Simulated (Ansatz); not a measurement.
# CO (singlet): wave-function methods side by side, cc-pVTZ

The task here is to estimate one member of a computed series from the others.

Program: Ansatz 0.2.0, Gaussian basis. Level of theory: cc-pVTZ, core rule «outside noble gas», up to 2 orbitals frozen. These are calculated values, not measurements.

The runs, in order: UHF; CCSD(T) on RHF; BCCD(T) on RHF; CISD; CCSDT(Q) on RHF; CASSCF and MRCISD+Q, 10 electrons in 8 orbitals; CASSCF and NEVPT2, 10 electrons in 8 orbitals.

17 further runs of the same task are left out: 5 that didn't finish, 12 set aside as unsound or not needed. Runs told in other sessions of the task aren't counted.

**What is computed**

The geometry is a PBE0/def2-TZVP stationary point (not a proven minimum) of the parent state, kept for this charge and spin.

2 atoms, charge 0, spin multiplicity 1.

Atoms are counted from 1 here; the program's logs count them from 0.

Bond lengths: O1–C2 1.196 Å.

Set-up of the first run:

Contents of in.yaml:

```yaml
crystal:
  periodic: [false, false, false]
  atoms:
    - {symbol: O, position_ang: [0.000000, 0.000000, 0.000000]}
    - {symbol: C, position_ang: [0.000000, 0.000000, 1.195530]}
basis:
  gaussian: {orbitals: cc-pVTZ}
magnetization: {spin_polarized: true, initial_magnetization: 0}
hamiltonian: {xc: hf}
output: {orbitals: {seedname: orbitals}}
```

Started as:

```console
$ ansatz run in.yaml --threads 1 --pin off --events-out ev --progress --plain --max-ram 2393MiB
```

Among the steps run: UHF; CCSD(T) on RHF; BCCD(T) on RHF; CISD; CCSDT(Q) on RHF; CASSCF and MRCISD+Q, 10 electrons in 8 orbitals; CASSCF and NEVPT2, 10 electrons in 8 orbitals.

One table of the session follows, with a row left open; its other results are not shown here.

```
          method  from RCCSDT(Q) (kJ/mol)
             RHF                  +1016.4
            RMP2                    +54.3
            CISD                   +121.1
           RCCSD                    +54.2
        RCCSD(T)                     +4.0
         BCCD(T)                        ?
          RCCSDT                     +3.7
       RCCSDT(Q)                        0
  CASSCF valence                   +644.9
  NEVPT2 valence                   +115.6
  MRCISD valence                    +41.9
MRCISD+Q valence                     +7.8
```

Estimate the missing values for BCCD(T).

The run gave: from RCCSDT(Q) (kJ/mol): +3.5. In the column «from RCCSDT(Q) (kJ/mol)» it lies between RCCSDT(Q) (0) and RCCSDT (+3.7).
